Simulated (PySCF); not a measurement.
# Shapes and spin states of SiF2

All numbers come from PySCF, B3LYP, basis Si def2-TZVP, F def2-TZVP (no relativity, density fitting).

Relaxations began from a few typed shapes and spin states; open shells are unrestricted. The search is not exhaustive: other isomers or separated fragments can lie lower, and high-lying points may rest on an excited occupation.

(1) Order these stationary points by electronic energy, lowest first, in kJ/mol from the lowest minimum.
A. triplet C2v: Si–F 1.606 Å (×2); F–Si–F 113.9°
B. singlet D∞h: Si–F 1.644 Å (×2); F–Si–F 180.0°
C. triplet D∞h: Si–F 1.635 Å (×2); F–Si–F 180.0°
D. singlet C2v: Si–F 1.609 Å (×2); F–Si–F 100.8°

(2) Which of them are minima?

## Answers

(1) D (0.0), B (169.9), A (306.7), C (389.2).

(2) By energy in kJ/mol, 0.0: minimum; 169.9: saddle point, 2 imaginary modes; 306.7: minimum; 389.2: saddle point, 1 imaginary mode.

Counting electrons, silicon keeps 2 of its valence electrons outside its bonds, so the VSEPR class is AX2E1 and the expected shape is bent (C2v), as computed.

The electron or spin density has lower symmetry than the nuclear frame for the triplet D∞h at 389.2 kJ/mol.
